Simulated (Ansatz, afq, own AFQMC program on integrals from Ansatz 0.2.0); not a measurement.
Two steps: Ansatz 0.2.0 writes the Fock matrix and Cholesky factors of the valence space, and afq projects on them the lowest state that overlaps trial and start.

```yaml
crystal:
  periodic: [false, false, false]
  atoms:
    - {symbol: B, position_ang: [-0.167470, 0.000000, 0.659255]}
    - {symbol: B, position_ang: [0.159510, 0.000000, -0.827935]}
    - {symbol: H, position_ang: [0.085369, 0.000000, 1.809232]}
basis:
  gaussian: {orbitals: 6-31G}
magnetization: {spin_polarized: false, initial_magnetization: 1}
correlation: {method: ccsd_t, electrons: outside_noble_gas, hamiltonian_folder: ham}
```

```sh
$ ansatz run in.yaml --threads 1 --pin off --events-out ev --progress --plain --max-ram 16896MiB --backend cuda --devices 0, --max-vram 18GiB
```

afq runs on the folder ham with

```
--method phaseless --trial cisd --walkers 4000 --populations 20 --least-time 60 --time-step 0.005 --steps-per-block 50 --equilibration-blocks 28 --max-blocks 4000 --target-error 0.00016 --factor-cut 1e-05 --start spin_pure --seed 8947 --release-times 0.24,0.51,0.99,1.62,2.4 --release-step 0.03 --release-every 3 --taylor-order 6
```

Times are imaginary, in 1/Eh. The walk had a cap of 122 s. With eight or more populations the least sampling time is a fifth of least-time, and the error comes from their spread.

```
orbitals 18  electrons 4 3  factors 113 of 284
reference energy -49.70272075 Eh
CCSD correlation -0.10909049 Eh in 19 cycles, weight of the determinant in the CISD state 0.8670
energy of the start -49.811804 Eh
 block  time / (1/Eh)  mean weight  energy / Eh
     1     0.250  1.0001  -49.811134
     2     0.500  1.0000  -49.811395
     3     0.750  0.9999  -49.811994
     4     1.000  1.0001  -49.812648
     5     1.250  1.0000  -49.812962
    12     3.000  1.0000  -49.814404
    19     4.750  1.0002  -49.815769
    26     6.500  1.0000  -49.815482
    33     8.250  0.9999  -49.815013
    40    10.000  1.0001  -49.815104
    41    10.250  0.9997  -49.814817
    47    11.750  0.9998  -49.815386
    54    13.500  1.0001  -49.815930
    61    15.250  1.0001  -49.815968
    68    17.000  1.0001  -49.816310
    75    18.750  1.0002  -49.816107
    77    19.250  1.0000  -49.816633
    78    19.500  1.0000  -49.816016
error from the spread of 20 populations
released: time / (1/Eh)  energy / Eh  error  mean overlap
  0.24  -49.815916  0.000096  0.9973
  0.51  -49.816039  0.000113  0.9974
  0.99  -49.816176  0.000089  0.9994
  1.62  -49.816318  0.000093  1.0006
  2.40  -49.816375  0.000098  0.9992
energy -49.815623 +/- 0.000099 Eh
(rows thinned)
```

(1) Estimate how long the walk took on 1 × NVIDIA H100 80GB HBM3 with 2 threads of AMD EPYC 7R13 Processor (Zen 3) (shared host) (the card was shared).

The run failed at least one of its tests; the cautions name the faults. The second half of the sampling lies below the first by 3.4 errors of their difference, so the energy may still be moving and its error bar be too small.

Against this walk (error 2.7 meV) on the same determinant: CCSD(T) 9.6 meV higher, CCSDT(Q) 65.8 meV lower, CCSDTQ 70.7 meV lower, full CI (a separate run on its own orbitals, whose frozen core shifts it by up to a few meV) 72.0 meV lower. The error is statistical and leaves out the bias of the constraint. The released energies are still falling (meV from the phaseless value at times in 1/Eh: -8 ± 3 at 0.24, -11 ± 3 at 0.51, -15.1 ± 2.4 at 0.99, -19 ± 3 at 1.62, -20 ± 3 at 2.40), so they give no level; they do show a bias of the constraint, and the last of them that isn't too noisy lies 52 meV above full CI. Full CI is exact here, so the walk's 72 meV above it is the walk's own error: the bias of the constraint with this trial, or a walk that hasn't relaxed.

Cautions: constraint bias not in the error; halves of the run differ; a spin-contaminated unrestricted determinant lies lower (UHF 1.07 eV lower, ⟨S²⟩ 1.74); in a space of 7 electrons in 8 natural orbitals full CI finds another state of this spin 50 meV below the state of CCSDT(Q); the CCSDTQ amplitudes may be one of several solutions (largest double 0.58); in a space of 7 electrons in 8 natural orbitals full CI finds another state of this spin 50 meV below the state of CCSDTQ; CCSDTQ on the UHF determinant differs (70 meV lower), perhaps since the unrestricted series falls towards higher spin; a state of other symmetry lies lower (by 71 meV); full CI with its own frozen core; a state of higher spin lies lower (by 1.18 eV).

Results:

(1) 25 s of wall time.

CCSDT and higher add their correlation energy to the determinant of the CCSD(T) run, since their own runs factorise the integrals more tightly (a shift of under 2 meV). A walk keeps the symmetry of its determinant, which the program's search chose and which needn't be the lowest solution, so a lower state of the same spin and another symmetry isn't excluded.
